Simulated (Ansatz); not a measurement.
in.yaml

```yaml
crystal:
  periodic: [false, false, false]
  atoms:
    - {symbol: O, position_ang: [0.000000, 0.018907, 1.734073]}
    - {symbol: C, position_ang: [0.000000, 0.033770, 0.585578]}
    - {symbol: P, position_ang: [0.000000, -0.067026, -1.087444]}
    - {symbol: H, position_ang: [0.000000, 1.357174, -1.086472]}
basis:
  gaussian: {orbitals: cc-pVDZ}
magnetization: {spin_polarized: false}
hamiltonian: {xc: hf}
output: {orbitals: {seedname: orbitals}}
```

```sh
$ ansatz run in.yaml --threads 1 --pin off --events-out ev --progress --plain --max-ram 2393MiB
```

The program prints:

```
497 factors; integrals over basis functions are off by at most 1.4e-3 eV
mean field evaluation 1: about -12352.9763 eV, gradient 2.7e1 eV
mean field evaluation 2: about -12352.9825 eV, gradient 2.7e1 eV
mean field evaluation 4: about -12354.7155 eV, gradient 2.7e0 eV
mean field evaluation 8: about -12354.7560 eV, gradient 1.4e-1 eV
mean field -12354.75628285 eV, -454.0289190401 hartree, gradient 1.2e-5 eV, S^2 0.000000; 0 other end points of the search recorded, 0 dependent functions left out
reference -12354.75628285 eV, -454.0289190401 hartree; 15, 15 occupied and 36, 36 virtual orbitals, 497 factors
Total energy: -12354.75628285 eV, -454.0289190401 hartree
```

Ran on 1 thread of AMD EPYC 7B13, shared host: 0.3 s wall, 0.09 GiB peak host memory.
